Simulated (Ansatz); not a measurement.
# CH7NSi: a nudged elastic band, and a look at its input

Aim: a nudged elastic band from the structure below. Read the input with care, then see what the program makes of it. The step meant is a 1,2-elimination at charge 0 and multiplicity 1, which changes N2–H4, Si1–N2, C3–H4.

Program: Ansatz 0.2.0, Gaussian basis. Level of theory: PBE0-D4/def2-SVP. These are calculated values, not measurements.

1 further run of the same task is left out (it didn't finish).

## (1) The structure

```
Si   -0.45162    0.14440    0.47479
N     0.74177    1.38785    0.41991
C     0.00137   -1.20805   -0.72582
H     0.97937   -1.63054   -0.48632
H    -1.84127    0.59790    0.15287
H    -0.46912   -0.34977    1.87876
H     0.93686    1.85497   -0.45164
H     0.80615    2.03789    1.18696
H    -0.74037   -2.01036   -0.70021
H     0.03697   -0.82439   -1.74920
```

## (2) The run

Input file run/in.yaml:

```yaml
crystal:
  periodic: [false, false, false]
  atoms:
    - {symbol: Si, position_ang: [-0.451622, 0.144398, 0.474793]}
    - {symbol: N, position_ang: [0.741775, 1.387850, 0.419915]}
    - {symbol: C, position_ang: [0.001367, -1.208050, -0.725820]}
    - {symbol: H, position_ang: [0.979366, -1.630536, -0.486322]}
    - {symbol: H, position_ang: [-1.841274, 0.597897, 0.152874]}
    - {symbol: H, position_ang: [-0.469117, -0.349768, 1.878759]}
    - {symbol: H, position_ang: [0.936856, 1.854970, -0.451643]}
    - {symbol: H, position_ang: [0.806152, 2.037893, 1.186956]}
    - {symbol: H, position_ang: [-0.740370, -2.010360, -0.700208]}
    - {symbol: H, position_ang: [0.036967, -0.824394, -1.749203]}
basis:
  gaussian: {orbitals: def2-SVP}
hamiltonian: {xc: pbe0, dispersion: d4}
neb:
  images: 5
  climbing: true
  max_iterations: 30
  initial_path: idpp
  climb: true
  final_atoms:
    - {symbol: Si, position_ang: [-0.786579, -0.125380, 0.219136]}
    - {symbol: N, position_ang: [0.909979, 1.110328, 0.277991]}
    - {symbol: C, position_ang: [-0.484572, -1.552774, -0.677066]}
    - {symbol: H, position_ang: [1.570779, 0.569182, -0.274681]}
    - {symbol: H, position_ang: [-1.620214, 0.969142, -0.349895]}
    - {symbol: H, position_ang: [-0.867878, -0.161485, 1.705326]}
    - {symbol: H, position_ang: [0.782636, 2.018839, -0.159624]}
    - {symbol: H, position_ang: [1.295371, 1.246191, 1.208615]}
    - {symbol: H, position_ang: [-0.119104, -2.459069, -0.208574]}
    - {symbol: H, position_ang: [-0.680319, -1.615072, -1.741127]}
```

Started as:

```bash
$ ansatz run in.yaml --threads 2 --pin off --events-out ev --progress --plain --max-ram 4352MiB
```

Before running it: what results should come out? Wanted: this run.

As calculated:

| quantity | value |
| --- | --- |
| this run | refused |
| fault | misspelt key |

What this shows: The block holds a key that the program does not know.
